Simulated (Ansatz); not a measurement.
# H6NSi2: the cost of one run

All numbers below are computed with Ansatz 0.2.0 (RKS B3LYP/def2-SVP).

### Step 1. The starting structure

Bond lengths: N1–Si2 1.683 Å, Si2–Si3 2.362 Å, N1–H4 1.011 Å, N1–H5 1.014 Å, Si2–H6 1.460 Å, Si3–H7 1.463 Å, Si3–H8 1.467 Å, Si3–H9 1.463 Å. Angles: N1–Si2–Si3 120.5°, N1–Si2–H6 102.7°, Si3–Si2–H6 136.7°, Si2–N1–H4 124.7°, Si2–N1–H5 125.1°, H4–N1–H5 110.3°, Si2–Si3–H7 105.8°, Si2–Si3–H8 104.9°, Si2–Si3–H9 105.7°, H7–Si3–H8 112.8°, H7–Si3–H9 113.8°, H8–Si3–H9 112.8°.

Coordinates:

```xyz
9

N    -0.8812    0.9833   -1.2805
Si    0.2333    0.8295   -0.0290
Si    0.5660   -1.2547    1.0326
H    -1.4512    0.2288   -1.6392
H    -1.0782    1.8417   -1.7831
H     0.7689    2.1818    0.0924
H     1.9726   -1.5925    0.8126
H    -0.3535   -2.1751    0.3548
H     0.2231   -1.0429    2.4393
```

### Step 2. End point A

input.yaml

```yaml
crystal:
  periodic: [false, false, false]
  atoms:
    - { symbol: "N", position_ang: [-0.88117, 0.98334, -1.28046] }
    - { symbol: Si, position_ang: [0.23328, 0.82948, -0.02901] }
    - { symbol: Si, position_ang: [0.56603, -1.25468, 1.03255] }
    - { symbol: H, position_ang: [-1.45119, 0.22885, -1.63916] }
    - { symbol: H, position_ang: [-1.07823, 1.84173, -1.78308] }
    - { symbol: H, position_ang: [0.76894, 2.18179, 0.09241] }
    - { symbol: H, position_ang: [1.97264, -1.59248, 0.81263] }
    - { symbol: H, position_ang: [-0.35346, -2.17511, 0.35477] }
    - { symbol: H, position_ang: [0.22315, -1.04291, 2.43933] }
total_charge: 1
basis:
  gaussian: { orbitals: def2-SVP }
hamiltonian:
  xc: b3lyp
relax:
  f_tol: 0.015
  max_steps: 40
output:
  orbitals: {}
```

On the command line:

```sh
$ ansatz run input.yaml --threads 1 --pin off --max-ram 2048MiB --backend cpu --events-out ev --progress --plain --runs-dir out
```

Q: Estimate wall time and peak memory on 1 thread of an Arm CPU, shared host.

About 17 s, with a peak of 0.15 GiB.
